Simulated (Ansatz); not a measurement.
```yaml
crystal:
  periodic: [false, false, false]
  atoms:
    - {symbol: C, position_ang: [0.000000, 0.000000, -0.000000]}
    - {symbol: Cl, position_ang: [1.017783, 1.017783, 1.017783]}
    - {symbol: Cl, position_ang: [-1.017783, -1.017783, 1.017783]}
    - {symbol: Cl, position_ang: [-1.017783, 1.017783, -1.017783]}
    - {symbol: Cl, position_ang: [1.017783, -1.017783, -1.017783]}
basis:
  gaussian: {orbitals: 6-31G, final_grid: {core_spheres: 5, valence_spheres: 4, degree: 11}}
hamiltonian: {xc: {name: HF}}
correlation: {active_space: {window: {electrons: 6, orbitals: 2}}}
```

```sh
$ ansatz run in.yaml --threads 2 --pin off --events-out ev --progress --plain --max-ram 32768MiB --backend cpu
```

Output, abridged:

```
Functional definition: HF
695 factors; integrals over basis functions are off by at most 8.8e-5 eV
mean field evaluation 1: about -51032.9199 eV, gradient 4.0e1 eV
mean field evaluation 2: about -51032.9278 eV, gradient 4.0e1 eV
mean field evaluation 4: about -51038.1406 eV, gradient 2.3e0 eV
mean field evaluation 8: about -51038.1715 eV, gradient 1.7e-2 eV
mean field -51038.17150650 eV, -1875.6182079486 hartree, gradient 7.9e-7 eV, S^2 0.000000; 0 other end points of the search recorded, 0 dependent functions left out
reference -51038.17150650 eV, -1875.6182079486 hartree; 37, 37 occupied and 24, 24 virtual orbitals, 695 factors
Error: 6 electrons in 2 orbitals form no window around the highest filled level of the reference
```

Problem. Something in this input is off. What?

Solution. The active space doesn't fit the electrons. The run stopped with an error.
